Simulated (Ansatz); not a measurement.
## Fluorite CdF₂

Level of theory: PBE-D3(BJ) in Ansatz (PAW).

Settings: plane-wave cutoff 520 eV, 12×12×12 k mesh, Fermi–Dirac smearing 0.01 eV, scalar-relativistic PAW data made under PBE.

Cell (relaxed at this level):

```yaml
crystal:
  lattice:
    - [0.00000, 2.72250, 2.72250]
    - [2.72250, 0.00000, 2.72250]
    - [2.72250, 2.72250, 0.00000]
  atoms:
    - { symbol: Cd, position: [0.00000, 0.00000, 0.00000] }
    - { symbol: F, position: [0.25000, 0.25000, 0.25000] }
    - { symbol: F, position: [0.75000, 0.75000, 0.75000] }
```

```
Quantity                                        Value
-------------------------------------------  --------
bulk modulus B0                              98.9 GPa
band gap                                      2.99 eV
smallest direct gap on the k points sampled   3.52 eV
pressure derivative B′ of the bulk modulus        4.8
```

Measured, for comparison: band gap 7.8 eV (temperature not stated, no zero-point or thermal correction, indirect W–Γ; as tabulated in Cappellini et al. (2013), arXiv:1302.2571).

Spin–orbit coupling is not included.

Computed values are for the static lattice.

Cost on a shared machine: very roughly 50 core-seconds.

Ansatz is an electronic-structure program.
